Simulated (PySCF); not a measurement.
## Orbital energies and ionisation energy

2-methylbutanenitrile, C5H9N.
Cartesian coordinates in Å at the PBE0-D3(BJ)/def2-SVP level; atoms count from 1:
```
atom  x, y, z in Å
C1     1.8653    0.6080    0.3259
C2     0.5630   -0.0839    0.6879
C3    -0.4249   -0.2140   -0.4806
C4    -1.6877   -0.9864   -0.0968
C5    -0.7739    1.1063   -1.0118
N6    -1.0562    2.1583   -1.4039
H7     1.6879    1.6357   -0.0270
H8     2.3982    0.0675   -0.4726
H9     2.5360    0.6644    1.1957
H10    0.0617    0.4524    1.5113
H11    0.7625   -1.1031    1.0587
H12    0.0834   -0.7497   -1.3030
H13   -2.3722   -1.0884   -0.9506
H14   -2.2261   -0.4736    0.7141
H15   -1.4170   -1.9935    0.2527
```

Level: B3LYP/def2-SVPD (PySCF). Frontier orbitals with their largest atomic shares (Löwdin; up to four atoms above 4 %):

| orbital | ε (eV) | main atoms |
| --- | --- | --- |
| HOMO−3 | -9.90 | N6 33 %, C1 14 %, C2 13 %, C5 10 % |
| HOMO−2 | -9.68 | N6 31 %, C2 16 %, C1 12 %, C5 9 % |
| HOMO−1 | -9.03 | N6 43 %, C5 31 %, C3 8 %, C4 8 % |
| HOMO | -8.95 | ? |
| LUMO | -0.01 | C4 12 %, C3 12 %, C5 12 %, H12 11 % |
| LUMO+1 | 0.45 | N6 23 %, C5 17 %, C4 10 %, C1 8 % |
| LUMO+2 | 0.85 | C5 26 %, N6 24 %, C3 7 %, C4 7 % |

What vertical ionisation energy does ΔSCF give, and how far is −ε(HOMO) from it?

ΔSCF: 11.23 eV (1084 kJ/mol; threshold wavelength 110 nm); ⟨S²⟩ of the doublet left behind is 0.756, against 0.75 for a pure doublet. −ε(HOMO) is 8.95 eV, 2.28 eV below it. In exact Kohn–Sham theory the two would be equal; B3LYP (global hybrid, 20 % exact exchange) falls short of its own ΔSCF value by 20 %. Holes in the HOMO−1 and HOMO−2 were tried too where these lie within 1.2 eV of the HOMO; the lowest converged state counts.

On which atoms does the HOMO lie?

N6 (nitrile nitrogen) 38 %, C5 (nitrile carbon) 27 %, C3 (sp3 carbon next to a nitrile) 11 %, C2 (chain CH2 carbon) 8 %, so no atom holds as much as 40 %. The HOMO−1 lies 0.08 eV lower.

With α = 65.2 au, estimate the like-pair dispersion coefficient by London's formula C6 = (3/4)α²I.

I = 0.4127 Eh, so C6 ≈ 1320 au, a rough estimate.

Shift the occupied levels rigidly so that −ε(HOMO) equals the ΔSCF value. What binding energies result?

The shift is +2.28 eV: HOMO 11.23, HOMO−1 11.31, HOMO−2 11.96, HOMO−3 12.18 eV. A rigid shift is only a rough guide to the deeper ionisations.

How many of the 10 lowest singlet excitations (vertical TDDFT, same level) lie below the ionisation energy?

All 10; they run from 7.60 to 9.09 eV.

What total energies stand behind the ΔSCF value?

E(N) = -250.52696 Eh and E(N − 1) = -250.11426 Eh at the same geometry, 0.41270 Eh apart.

Isolated species at its PBE0-D3(BJ)/def2-SVP geometry (one conformer only).
